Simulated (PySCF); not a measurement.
Computed with TPSSh-D3(BJ)/def2-TZVP // TPSS-D3(BJ)/def2-SVP (PySCF). All species are isolated molecules in the gas phase. 

Reference species (SMILES): `[OH]` (neutral, multiplicity 2).

```json
{
 "dipole_moment": "1.75 D",
 "highest_occupied_spin_orbital": "-8.07 eV"
}
```

Changed species: `[SH]` (free radical SH; the reference has free radical OH).

Predict the effect on the dipole moment and highest occupied spin orbital.

the dipole moment drops by 0.87 D, to 0.88 D; the highest occupied spin orbital rises by 1.32 eV, to -6.75 eV.
